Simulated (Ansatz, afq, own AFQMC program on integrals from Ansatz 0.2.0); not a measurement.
**F, doublet → F⁺, singlet**

A free F atom.

E(singlet, charge +1) − E(doublet, charge +0) at this geometry, on UHF and RHF determinants.

Basis aug-cc-pVTZ. Only valence electrons are correlated. Ansatz 0.2.0 and our own AFQMC program on the same integrals; the CISD trial comes from CCSD amplitudes, and released means the phaseless constraint is let go. Error bars are statistical, one sigma. The errors of all members are added in quadrature.

No full CI on the walks' own integrals is used here; CCSDT(Q) serves as the reference and is uncertain by about the last step of the cluster series. Each member takes its own surest rung, up to full CI.

Errors are counted within aug-cc-pVTZ, not against nature.

Cautions: F (doublet): the ph-AFQMC/HF walk drifts between its halves (2.0 errors); F⁺ (singlet): another spin lies lower, restricted determinant unstable towards unrestricted (UHF 3.13 eV lower, ⟨S²⟩ 1.01), strong correlation (T1 0.004, weight of the determinant 0.82, largest double 0.29), the ph-AFQMC/CISD walk drifts between its halves (2.2 errors), the determinant fills the p orbitals unequally in pairs, so it mixes two states of the atom (¹D and ¹S), and each level undoes that mixture to a different degree, while full CI gives the lower state, CCSDTQ on the UHF determinant differs (2.64 eV lower), perhaps since the unrestricted series falls towards higher spin; this isn't the first ionization.

Reference (CCSDT(Q)): 19.912 eV.

| level | vertical ionization energy (eV) | error against CCSDT(Q) (eV) |
| --- | --- | --- |
| HF | 20.075 | 0.163 |
| MP2 | 21.072 | 1.161 |
| CCSD | 20.264 | 0.353 |
| CCSD(T) | 20.068 | 0.156 |
| CCSDT | 19.995 | 0.083 |
| ph-AFQMC/CISD | 19.912 ± 0.003 | 0.000 ± 0.003 |
| released AFQMC | 19.907 ± 0.008 | -0.005 ± 0.008 |

Correlation beyond CCSD(T) takes off 0.156 eV. The perturbative (T) step is worth −0.197 eV. Where a determinant mixes two states, these steps and errors hold in part the undoing of that mixture, and only full CI is sure.

Released energies are given only where the last usable release times agree within the noise; a slower fall can still hide under it.
